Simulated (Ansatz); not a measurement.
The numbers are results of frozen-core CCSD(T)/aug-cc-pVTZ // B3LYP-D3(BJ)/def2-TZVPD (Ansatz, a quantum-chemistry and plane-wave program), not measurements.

Ansatz 0.2 input:
```yaml
crystal:
  periodic: [false, false, false]
  atoms:
    - { symbol: Si, position_ang: [-0.000194, 0.002302, -0.615744] }
    - { symbol: H, position_ang: [-0.677461, -1.118631, 0.201876] }
    - { symbol: H, position_ang: [1.307398, -0.028398, 0.204591] }
    - { symbol: H, position_ang: [-0.629186, 1.145351, 0.209756] }
basis:
  gaussian: { orbitals: aug-cc-pVTZ }
correlation:
  method: ccsd_t
total_charge: -1
```

Output:

```
Functional definition: HF
653 factors; integrals over basis functions are off by at most 6.6e-4 eV
mean field evaluation 1: about -7908.2130 eV, gradient 9.8e0 eV
mean field evaluation 2: about -7908.2157 eV, gradient 9.8e0 eV
mean field evaluation 4: about -7908.8808 eV, gradient 1.2e0 eV
mean field evaluation 8: about -7908.8959 eV, gradient 4.0e-3 eV
mean field evaluation 16: about -7908.8897 eV, gradient 2.7e-1 eV
mean field -7908.89589444 eV, -290.6465632784 hartree, gradient 1.8e-6 eV, S^2 0.000000; 0 other end points of the search recorded, 0 dependent functions left out
5 core orbitals not correlated
reference -7908.89589444 eV, -290.6465632784 hartree; 4, 4 occupied and 110, 110 virtual orbitals, 653 factors
second order -4.24195705 eV of doubles, -0.00000000 eV of singles
cycle   1  -4.78373788 eV  change   -5.4e-1 eV  update   6.4e-2
cycle   2  -4.99237180 eV  change   -2.1e-1 eV  update   2.3e-2
cycle   3  -5.00794362 eV  change   -1.6e-2 eV  update   7.5e-3
cycle   4  -5.00588736 eV  change    2.1e-3 eV  update   3.0e-3
cycle   5  -5.00478632 eV  change    1.1e-3 eV  update   1.0e-3
cycle   6  -5.00469809 eV  change    8.8e-5 eV  update   4.0e-4
cycle   7  -5.00477472 eV  change   -7.7e-5 eV  update   1.6e-4
cycle   8  -5.00479411 eV  change   -1.9e-5 eV  update   7.3e-5
cycle   9  -5.00478322 eV  change    1.1e-5 eV  update   2.8e-5
cycle  10  -5.00477839 eV  change    4.8e-6 eV  update   7.7e-6
perturbative correction -0.18133595 eV, -0.0066639732 hartree
Total energy: -7914.08200877 eV, -290.8371494650 hartree
```

Cost: roughly 9 core-seconds.
